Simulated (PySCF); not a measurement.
Atom-mapped SMILES (the numbers label the heavy atoms): `[F:1][CH2:2][C:3]([F:4])([F:5])[F:6]` (H(Xn): hydrogen on atom n).

GIAO PBE0/pcSseg-1 shifts (PySCF 2.14.0 with density-fitted response routines, gas phase, non-relativistic, equivalent atoms averaged), each against references optimised in the same way as the molecule (CFCl3, TMS).

On the GFN2-xTB geometry: F4/F5/F6 -93.2, F1 -269.6, C3 131.4, C2 83.9, H(C2) 4.91 ppm.

Q: What changes on the PBE0-D3(BJ)/def2-SVP geometry?

A: 
```csv
atoms,δ (ppm),change
F4/F5/F6,-91.6,+1.6
F1,-262.6,+7.0
C3,127.5,-3.9
C2,80.7,-3.2
H(C2),4.42,-0.49
```

Unscaled 19F shifts against computed CFCl3 carry errors that often reach 10 to 50 ppm.

Bonds between heavy atoms that differ most (equivalent bonds averaged): C2–C3 1.531 → 1.514 Å, C3–F4 1.336 → 1.332 Å. Mean change of bonds to hydrogen: C–H +0.007 Å.
